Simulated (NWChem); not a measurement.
**doublet C2H7N+ at 4 levels**

We compute a comparison of 4 runs (UHF/STO-3G, UHF/3-21G, UB3LYP/6-31G*) of doublet C2H7N+. 

The calculation is run with NWChem 7.3.0.

69 further runs of the same task are left out: 69 set aside as unsound or not needed.

**1. The molecule**

The species is C2H7N+ (10 atoms), meant as a doublet with charge +1. SMILES of the parent species: `CCN`. The coordinates come from a PBE0-D4/def2-TZVP relaxation. This is one conformer, not always the lowest. That shape belongs to the parent species and isn't relaxed for this state.

Bond lengths: C1–C2 1.521 Å, C2–N3 1.454 Å, C1–H4 1.094 Å, C1–H5 1.094 Å, C1–H6 1.094 Å, C2–H7 1.095 Å, C2–H8 1.095 Å, N3–H9 1.013 Å, N3–H10 1.013 Å. Some angles: C1–C2–N3 115.8°, C1–C2–H7 109.6°, C1–C2–H8 109.6°, N3–C2–H7 107.7°, N3–C2–H8 107.7°, C2–C1–H4 111.5°, C2–C1–H5 110.9°, C2–C1–H6 110.9°, C2–N3–H9 110.3°, C2–N3–H10 110.3°.

**2. The energy at UHF/STO-3G (run 1)**

mymol.nw

```
start mymol
title "C2H7N hf"
memory stack 880 mb heap 220 mb global 1100 mb
charge 1
geometry noautosym nocenter noautoz
C     -0.786000     0.493000    -0.521100
C      0.079100    -0.652700    -0.018000
N      1.196800    -0.274900     0.831400
H     -1.603400     0.130900    -1.151600
H     -0.194800     1.198600    -1.112400
H     -1.227000     1.045500     0.313900
H      0.480900    -1.211500    -0.869300
H     -0.539300    -1.362800     0.540400
H      0.864200     0.221000     1.650200
H      1.812700     0.361800     0.339500
end
basis spherical bse
C library STO-3G
N library STO-3G
H library STO-3G
end
scf
doublet
uhf
thresh 1e-08
maxiter 80
noprint "final vectors analysis"
end
task scf
```

Run with:

```console
$ nwchem mymol.nw > mymol.out
```

The program printed:

```text
[...]
  functions       =    22
[...]
  wavefunction    = UHF
[...]
         Total SCF energy =   -132.373176679703
      One electron energy =   -335.585124723200
      Two electron energy =    120.154133980390
 Nuclear repulsion energy =     83.057814063107
                       Sz =      0.5000
                 Sz(Sz+1) =      0.7500
                      S^2 =      0.7590
[...]
```

Run time: 1.7 s. Hardware: 1 thread of AMD EPYC 9R45 (Zen 5), shared host; peak memory 0.1 GiB.

**3. A single-point energy at UHF/3-21G (run 2)**

sp.nw

```
start sp
title "C2H7N energy"
memory total 2200 mb
charge 1

geometry units angstrom noautosym nocenter noautoz
 C     -0.786000     0.493000    -0.521100
 C      0.079100    -0.652700    -0.018000
 N      1.196800    -0.274900     0.831400
 H     -1.603400     0.130900    -1.151600
 H     -0.194800     1.198600    -1.112400
 H     -1.227000     1.045500     0.313900
 H      0.480900    -1.211500    -0.869300
 H     -0.539300    -1.362800     0.540400
 H      0.864200     0.221000     1.650200
 H      1.812700     0.361800     0.339500
end

basis spherical bse
 C library 3-21G
 N library 3-21G
 H library 3-21G
end

scf
 nopen 1
 uhf
 thresh 1e-08
 maxiter 80
 print low
end

task scf energy
```

Run with:

```console
$ nwchem sp.nw > sp.out
```

The program printed:

```text
[...]
  functions       =    41
[...]
  wavefunction    = UHF
[...]
         Total SCF energy =   -133.212117213145
      One electron energy =   -336.628082853375
      Two electron energy =    120.358151577123
 Nuclear repulsion energy =     83.057814063107
                       Sz =      0.5000
                 Sz(Sz+1) =      0.7500
                      S^2 =      0.7599
[...]
```

It took 1.9 s on 1 thread of AMD EPYC 9R45 (Zen 5), shared host; peak memory 0.1 GiB.

Run 3 isn't shown in full; the table further down has it.

**4. A single-point energy at UB3LYP/6-31G(d) (spherical functions) (run 4)**

c2h7n.nw

```
start c2h7n
memory 2200 mb
charge 1

geometry units angstrom noautosym nocenter noautoz
  C       -0.786000       0.493000      -0.521100
  C        0.079100      -0.652700      -0.018000
  N        1.196800      -0.274900       0.831400
  H       -1.603400       0.130900      -1.151600
  H       -0.194800       1.198600      -1.112400
  H       -1.227000       1.045500       0.313900
  H        0.480900      -1.211500      -0.869300
  H       -0.539300      -1.362800       0.540400
  H        0.864200       0.221000       1.650200
  H        1.812700       0.361800       0.339500
end

basis "ao basis" spherical bse
  C library 6-31G*
  N library 6-31G*
  H library 6-31G*
end

dft
  xc b3lyp
  mult 2
  grid xfine
  convergence energy 1e-08
  maxiter 100
  mulliken
end

task dft energy
```

Run with:

```console
$ nwchem c2h7n.nw > c2h7n.out
```

The program printed:

```text
[...]
          Wavefunction type:  spin polarized.
          No. of atoms     :    10
          No. of electrons :    25
[...]
          Charge           :     1
          Spin multiplicity:     2
[...]
          AO basis - number of functions:    56
[...]
              XC Information
              --------------
                         B3LYP Method XC Potential
                     Hartree-Fock (Exact) Exchange  0.200
                        Slater Exchange Functional  0.800 local
                    Becke 1988 Exchange Functional  0.720 non-local
              Lee-Yang-Parr Correlation Functional  0.810
                  VWN I RPA Correlation Functional  0.190 local
[...]
 d= 0,ls=0.0,diis     1   -134.7668083267 -2.18D+02  6.74D-03  1.43D-01     3.3
[...]
 d= 0,ls=0.0,diis    12   -134.8304959541 -5.07D-10  5.33D-08  8.52D-12    36.3
[...]
         Total DFT energy =     -134.830495954129
      One electron energy =     -338.205785290466
           Coulomb energy =      140.401406903621
    Exchange-Corr. energy =      -20.083931630391
 Nuclear repulsion energy =       83.057814063107
[...]
      Total Density - Mulliken Population Analysis
     ---------------------------------------------
    Atom       Charge   Shell Charges
 -----------   ------   -------------------------------------------------------
    1 C    6     6.48   2.00  0.68  2.13  0.67  0.98  0.03
    2 C    6     6.24   2.00  0.68  2.10  0.59  0.82  0.05
    3 N    7     7.38   2.00  0.82  2.44  0.84  1.24  0.03
    4 H    1     0.73   0.51  0.22
    5 H    1     0.78   0.52  0.26
    6 H    1     0.78   0.52  0.26
    7 H    1     0.73   0.52  0.22
    8 H    1     0.73   0.52  0.22
    9 H    1     0.57   0.49  0.08
   10 H    1     0.57   0.49  0.08
[...]
      <S2> =      0.7535 (Exact =     0.7500)
[...]
```

It took 37 s on 1 thread of AMD EPYC 9R45 (Zen 5), shared host; peak memory 0.14 GiB.

**5. Overview of the runs**

```csv
run,level,Cartesian functions,iteration cap,energy (Eh),⟨S²⟩,wall time
1,UHF/STO-3G,no,80,-132.373177,0.759,1.7 s
2,UHF/3-21G,no,80,-133.212117,0.760,1.9 s
3,UB3LYP/6-31G* (Cartesian functions),yes,100,-134.832944,0.753,39 s
4,UB3LYP/6-31G* (spherical functions),no,100,-134.830496,0.753,37 s
```

**6. Results**

```
                                 quantity          value
                      run 4: total energy  -134.83050 Eh
run 4: HOMO energy (highest over α and β)      -15.54 eV
 run 4: LUMO energy (lowest over α and β)      -12.10 eV
                              run 4: ⟨S²⟩          0.753
```

What this shows: In run 1 the basis is minimal, so the values are rough. All runs together took 80 s, the longest 39 s.
